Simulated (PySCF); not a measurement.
# CH6SSi: core ionisation energies

Methylsulfanylsilane, CH₆SSi.
Bonds: C1–S2, S2–Si3. Hydrogens: H4, H5, H6 on C1; H7, H8, H9 on Si3.

Computed, not measured: PySCF, delta-SCF UKS SCAN, pcX-2 on the ionised atom, pcseg-1 elsewhere, spin-free X2C. Each binding energy is the total energy of the core-ionised species, with the hole localised on one atom, minus that of the ground state; both are solved self-consistently, so orbital relaxation is included.

Task: What binding energy does each computed site have?

Result: 
| atom(s) | environment | level | binding energy (eV) | 2p1/2 (eV) | count |
| --- | --- | --- | --- | --- | --- |
| S2 | sulfur bonded to C and Si | S 1s | 2476.78 | – | 1 |
| Si3 | SiH3 silicon | Si 1s | 1846.97 | – | 1 |
| C1 | S-methyl carbon | C 1s | 291.52 | – | 1 |
| Si3 | SiH3 silicon | Si 2p3/2 | 107.16 | 107.78 | 1 |

Task: Give the binding energy of S 1s of S2 in hartree and in kJ/mol.

Result: 2476.78 eV = 91.0200 Eh = 238973 kJ/mol.

Task: Which photon energy gives electrons from S 1s of S2 a kinetic energy of 20 eV, and what is their de Broglie wavelength?

Result: hν = 2476.78 + 20 = 2496.78 eV, recoil neglected; λ = 12.264 Å/√(E/eV) = 2.74 Å.

Not every level is listed. The 2p values add to the ΔSCF energy of one spin-free hole a correction within the shell (spin–orbit coupling, ligand field). 2p1/2 minus 2p3/2 (ligand field included): Si 0.62 eV. Geometry: PBE0-D3(BJ)/def2-SVP; no solvent, vibrations or thermal averaging.
